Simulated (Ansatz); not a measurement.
## Isomers of C3H7FO

3 of its isomers, all singlets with charge 0: A = `COC(C)F`; B = 2-fluoroethyl methyl ether `COCCF`; C = `CC(C)(O)F`.

Shapes, held fixed at every level: PBE0-D4/def2-TZVP. Flexible molecules stand in one conformer, not always the lowest. Programs: Ansatz 0.2.0.

A:

```xyz
12

C    -1.7820    0.5518   -0.0213
O    -0.4319    0.5592   -0.4342
C     0.3704   -0.3044    0.2629
C     1.7341   -0.3350   -0.3603
F     0.4870    0.1242    1.5834
H    -2.3262    1.2026   -0.7041
H    -2.2025   -0.4603   -0.0769
H    -1.8875    0.9274    0.9999
H    -0.0918   -1.3015    0.3279
H     2.1453    0.6751   -0.3812
H     1.6677   -0.7134   -1.3810
H     2.3941   -0.9808    0.2189
```

B:

```xyz
12

C    -0.9338    1.1064    0.8395
O     0.0402    0.1418    1.1601
C     0.8978   -0.1931    0.1052
C     0.3182   -1.1623   -0.8926
F    -0.6078   -0.5464   -1.7203
H    -1.4260    1.3815    1.7726
H    -0.4724    2.0030    0.4039
H    -1.6809    0.7252    0.1366
H     1.2427    0.7085   -0.4235
H     1.7724   -0.6716    0.5581
H    -0.1881   -1.9840   -0.3777
H     1.1146   -1.5643   -1.5280
```

C:

```xyz
12

C    -1.2009    0.3642   -0.2225
C     0.2956    0.1454   -0.2466
C     0.8558   -0.4569    1.0162
O     0.6958   -0.6481   -1.3055
F     0.8772    1.4094   -0.4060
H    -1.4791    1.0193    0.6035
H    -1.5230    0.8358   -1.1546
H    -1.7172   -0.5901   -0.1110
H     0.6348    0.1866    1.8676
H     1.9362   -0.5602    0.9147
H     0.4205   -1.4419    1.1872
H     0.2813   -0.3188   -2.1093
```

Electronic energies in kJ/mol, without zero-point or thermal terms.

```
               level                    kind  B − A  C − A
r2SCAN-D4/def2-TZVPP                meta-GGA  +61.2  -62.3
  PBE0-D4/def2-TZVPP           global hybrid  +56.9  -61.1
  wB97M-V/def2-TZVPP  range-separated hybrid  +57.9  -62.7
       CCSD/def2-SVP   coupled cluster or CI  +59.3  -59.2
  CCSD(T)/def2-TZVPP   coupled cluster or CI  +57.0  -61.9
     CCSD/def2-TZVPP   coupled cluster or CI  +56.2  -61.1
CCSD(T)/CBS estimate   coupled cluster or CI  +57.3  -64.6
```

The highest level, CCSD(T)/CBS estimate, puts C lowest of these. All levels agree on that. The B − A difference spans +56.2 to +61.2 kJ/mol over the levels. The CBS estimate extrapolates MP2 from def2-TZVPP and def2-QZVPP and adds CCSD(T) − MP2 in the triple-zeta set, cores frozen.
